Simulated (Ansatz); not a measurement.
Abridged output of a molecular run in Ansatz:

```
Functional definition: HF
1021 factors; integrals over basis functions are off by at most 6.4e-4 eV
mean field evaluation 1: about -6085.6635 eV, gradient 2.3e1 eV
mean field evaluation 2: about -6085.6650 eV, gradient 2.3e1 eV
mean field evaluation 4: about -6087.8119 eV, gradient 2.4e0 eV
mean field evaluation 8: about -6087.9016 eV, gradient 1.3e-1 eV
mean field -6087.90184220 eV, -223.7262661729 hartree, gradient 1.8e-6 eV, S^2 0.752175; 0 other end points of the search recorded, 0 dependent functions left out
3 core orbitals not correlated: weight in the atoms' cores, before any rotation towards them, 1.000 or more for the frozen orbitals, at most 0.000 for the correlated occupied ones
reference -6087.90184220 eV, -223.7262661729 hartree; 9, 8 occupied and 153, 154 virtual orbitals, 1021 factors
second order -16.93938083 eV of doubles, -0.00000000 eV of singles
cycle   1  -16.52329421 eV  change    4.2e-1 eV  update   8.1e-2
cycle   2  -16.83887847 eV  change   -3.2e-1 eV  update   2.4e-2
cycle   3  -16.91738851 eV  change   -7.9e-2 eV  update   1.4e-2
cycle   4  -16.90280914 eV  change    1.5e-2 eV  update   3.7e-3
cycle   5  -16.90089692 eV  change    1.9e-3 eV  update   1.6e-3
cycle   6  -16.90190202 eV  change   -1.0e-3 eV  update   4.1e-4
cycle   7  -16.90188666 eV  change    1.5e-5 eV  update   1.7e-4
cycle   8  -16.90189940 eV  change   -1.3e-5 eV  update   5.2e-5
cycle   9  -16.90190705 eV  change   -7.6e-6 eV  update   1.8e-5
perturbative correction -0.55078653 eV, -0.0202410318 hartree
Total energy: -6105.35453578 eV, -224.3676408322 hartree
Checks for a lower state left out: cluster_reference
```

Its atoms:

```xyz
3

F    -0.718   -0.529   -0.738
B    -0.272    0.105    0.313
F     0.990    0.424    0.425
```

Q: Which basis set was used?
A. cc-pV(Q+d)Z
B. def2-TZVPP
C. def2-TZVPPD
D. def2-SVPD

A: A. It gives 165 functions.

Q: Write the keys of the input that set method, charge and spin (a neutral closed shell needs none for the last two).

A: 
```yaml
magnetization: {spin_polarized: true, initial_magnetization: 1}
correlation: {method: ccsd_t}
scf: {omitted_lower_state_checks: [cluster_reference]}
```
